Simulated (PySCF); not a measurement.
Gas-phase reaction: 4 ethylsilane + CH₃C(CH₃)₂CH₃ + vinylsilane → 5 (CH₃)₃SiH

Method: PySCF energies plus ideal-gas RRHO corrections (1 bar). † marks an energy on the PBE0/def2-TZVP geometry and frequencies; other levels use their own. 6-31G* has spherical d functions here. All species are closed-shell singlets. B3LYP is the form with VWN-RPA correlation.

B3LYP/6-31G* gives ΔH°(298 K) = -450 kJ.

Q: What do ωB97X-V/def2-TZVP†, PBE0/def2-TZVP, LDA/def2-TZVP† give?

A: ωB97X-V/def2-TZVP†: -526 kJ; PBE0/def2-TZVP: -543 kJ; LDA/def2-TZVP†: -547 kJ. For scale, ΔH°(298 K) is -450 kJ at this level, -547 kJ at ωB97M-V/def2-TZVP†, and runs from -566 to 107 kJ over the 18 levels computed († marks an energy on the PBE0/def2-TZVP geometry).
